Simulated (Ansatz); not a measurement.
**Worked example: Ga–SiH–Ga⁺, triplet against Ga–SiH–Ga, doublet**

Geometry (PBE0/def2-TZVP stationary point of a doublet), kept for both states (Ga–SiH–Ga, doublet: A; Ga–SiH–Ga⁺, triplet: A):

```xyz
4

Ga    0.0000   -0.5215    2.5172
Si    0.0000   -0.2414    0.0000
Ga    0.0000   -0.5215   -2.5172
H     0.0000    1.2844    0.0001
```

Basis cc-pVDZ; Ansatz 0.2.0. Only valence electrons are correlated (noble-gas cores and the filled d shells of p-block atoms frozen). R marks a restricted (for open shells ROHF) determinant, U an unrestricted one. No spin–orbit coupling is included, and no scalar relativity.

Full CI isn't at hand for all of this; UCCSDT(Q) serves as the reference, and is uncertain by the last step of the cluster series or more.

Unrestricted rows (U, and Kohn–Sham where it breaks symmetry) aren't spin-pure: their determinants' ⟨S²⟩ exceeds S(S+1) by up to 0.10, so they mix in states of higher spin.

| level | E(Ga–SiH–Ga, doublet) (hartree) | E(Ga–SiH–Ga⁺, triplet) (hartree) |
| --- | --- | --- |
| UHF | -4135.907050 | -4135.698937 |
| UMP2 | -4136.073186 | -4135.843465 |
| UCCSD(T) | -4136.126742 | -4135.894873 |
| PBE | -4138.963588 | -4138.725721 |
| PBE0 | -4139.061664 | -4138.822831 |
| UCCSDT(Q) | -4136.129181 | -4135.897250 |

Question: Give the vertical gap, Ga–SiH–Ga⁺ triplet less Ga–SiH–Ga doublet, at each level in eV (1 hartree = 27.2114 eV), and each error against UCCSDT(Q).

Answer: UCCSDT(Q): (-4135.897250 − (-4136.129181)) × 27.2114 = 6.311 eV (the reference)
PBE0: (-4138.822831 − (-4139.061664)) × 27.2114 = 6.499 eV, error 0.188 eV
PBE: (-4138.725721 − (-4138.963588)) × 27.2114 = 6.473 eV, error 0.162 eV
UCCSD(T): (-4135.894873 − (-4136.126742)) × 27.2114 = 6.309 eV, error -0.002 eV
UMP2: (-4135.843465 − (-4136.073186)) × 27.2114 = 6.251 eV, error -0.060 eV
UHF: (-4135.698937 − (-4135.907050)) × 27.2114 = 5.663 eV, error -0.648 eV

Total energies of functionals can't be set beside those of wave-function methods, since they hold the core's correlation and their own absolute errors; only the differences compare.

In so small a basis the reference is far from its limit while semilocal and hybrid functionals are nearer theirs, so the functionals' errors here hold much of the reference's basis and frozen-core error, which can add to them or hide them.

Each level lands on the state that its own search finds. T1 diagnostics of restricted CCSD: 0.025 and 0.030.
